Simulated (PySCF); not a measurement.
**Working with the constants of LiS**

UHF-CCSD(T) constants of LiS, ²Π (doublet), unpaired electrons π ↑ (basis Li pcseg-1, S pcseg-1; no relativity; PySCF 2.14; masses 7.0160 and 31.9721 u):

```
ωe              : 562.6 cm⁻¹
ωexe            : 3.75 cm⁻¹
Be              : 0.61369 cm⁻¹
αe              : 0.00671 cm⁻¹
D (centrifugal) : 2.92e-06 cm⁻¹
De to Li + S    : 2.62 eV
```

**Question.** Give the vibrational terms G(v) and spacings up to v = 6.

**Answer.** G(v) = ωe(v+½) − ωexe(v+½)².

```tsv
v	G(v) (cm⁻¹)	G(v) − G(v−1)	Bv (cm⁻¹)
0	280.4		0.6103
1	835.5	555.1	0.6036
2	1383.1	547.6	0.5969
3	1923.2	540.1	0.5902
4	2455.8	532.6	0.5835
5	2980.9	525.1	0.5768
6	3498.5	517.6	0.5701
```

**Question.** How well does the Morse estimate ωe²/(4ωexe) reproduce De, and what is D0?

**Answer.** It gives 2.62 eV, 100 % of the computed De. D0 = De − G(0) = 2.62 − 0.03 = 2.59 eV.

Correlated steps freeze 5 core orbitals. Correlated levels converge slowly with the basis: in double zeta they bind strong bonds too weakly, by up to about 1 eV, and carry superposition errors of some tenths. The state is the lowest determinant that a PBE0 search found; another state may lie lower at other levels.
